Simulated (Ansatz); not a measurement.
Born–Oppenheimer molecular dynamics of CH6BF (9 atoms, charge 0, multiplicity 1). It starts at the highest image of a converged band, a first-order saddle point between two minima.

Method: RKS PBE-D4/def2-SVP in Ansatz 0.2.0.

* ensemble: NVE (velocity Verlet)
* time step: 0.5 fs
* steps asked: 200
* starting velocities drawn for: 300 K
* seed: 6734

First frame:

```xyz
9
Properties=species:S:1:pos:R:3
B -0.017 -0.322 0.182
C -0.015 -0.032 1.927
H -0.886 -0.331 2.548
H 0.926 -0.321 2.430
H -0.059 1.071 1.836
H 1.125 -0.144 -0.196
F -1.071 0.337 -0.405
H -0.180 -1.635 0.073
H -0.286 -1.195 1.092
```

Q: What does the run give?

A: All steps were run.

```yaml
steps_done: 200
time_covered: 100 fs
mean_temperature_over_the_second_half: 1138 K
spread_of_the_potential_energy_over_the_second_half: 4.7 meV per atom
mean_potential_energy_of_the_second_half_above_the_start: -84.2 meV per atom
```

The conserved energy stayed within 0.094 meV per atom of its start (net change 0.038 meV per atom), so the integration is sound. The kinetic energy rose, since the run started high on the potential surface and went downhill. It ends in pieces (CH4BF + H2), so much of that is their flight and rotation, not heat. A run of 0.1 ps of so small a system gives no equilibrium averages. The orbitals stay closed-shell, which can raise the energy where a bond breaks towards radicals; this wasn't checked here.

Q: What happens to the structure?

A: Between its relaxed ends the band would form B1–H8, C2–H9 and break B1–C2, H8–H9. These pairs go: B1–H8 1.33 → 8.28 Å, C2–H9 1.46 → 8.43 Å, B1–C2 1.77 → 1.54 Å, H8–H9 1.12 → 0.79 Å. In the last frame they stand as before the step (other bonds may differ from the relaxed reactants and products). Also parted: B1–H9 1.29 → 8.02 Å. It ends as CH4BF + H2. Pairs count as bonded within 1.25 times the sum of covalent radii (0.12 Å more for H–H). Another seed would give other details.

Q: How do temperature and energy run in time?

A: 
| time (fs) | T (K) | potential energy less start (eV) | conserved less start (meV/atom) |
| --- | --- | --- | --- |
| 0.0 | 300 | 0.000 | 0.00 |
| 5.0 | 194 | 0.096 | 0.05 |
| 10.0 | 187 | 0.103 | 0.06 |
| 15.0 | 260 | 0.036 | 0.06 |
| 20.0 | 429 | -0.116 | 0.05 |
| 25.0 | 772 | -0.427 | 0.00 |
| 30.0 | 911 | -0.553 | 0.07 |
| 35.0 | 1154 | -0.772 | 0.05 |
| 40.0 | 1263 | -0.871 | 0.01 |
| 45.0 | 1229 | -0.840 | 0.00 |
| 50.0 | 1110 | -0.733 | 0.05 |
| 55.0 | 1050 | -0.678 | 0.07 |
| 60.0 | 1144 | -0.763 | 0.01 |
| 65.0 | 1086 | -0.710 | 0.04 |
| 70.0 | 1129 | -0.750 | 0.06 |
| 75.0 | 1193 | -0.808 | 0.02 |
| 80.0 | 1155 | -0.774 | 0.00 |
| 85.0 | 1191 | -0.806 | 0.04 |
| 90.0 | 1199 | -0.813 | 0.06 |
| 95.0 | 1140 | -0.760 | 0.02 |
| 100.0 | 1083 | -0.708 | 0.04 |

Run time: 3.9 min on 1 thread of Arm Neoverse V2 (shared host), peak memory 0.12 GiB.
